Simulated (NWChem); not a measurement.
# chlorine (Cl₂); SMILES ClCl

```xyz
2

Cl     0.0000     0.0000     1.0215
Cl     0.0000     0.0000    -1.0215
```
Atoms are numbered in this order, from 1.

Structure relaxed at the B3LYP/6-31G* (spherical d) level.

### Question
List the 4 lowest vertical singlet excitations from PBE/6-31+G* (spherical d), TDA (NWChem).

### Answer
| state | energy (eV) | oscillator strength | leading excitation (squared amplitude) |
|---|---|---|---|
| S1 | 3.15 | 0.000 | HOMO → LUMO (1.00) |
| S2 | 3.15 | 0.000 | HOMO−1 → LUMO (1.00) |
| S3 | 5.52 | 0.000 | HOMO−2 → LUMO (1.00) |
| S4 | 5.52 | 0.000 | HOMO−3 → LUMO (1.00) |
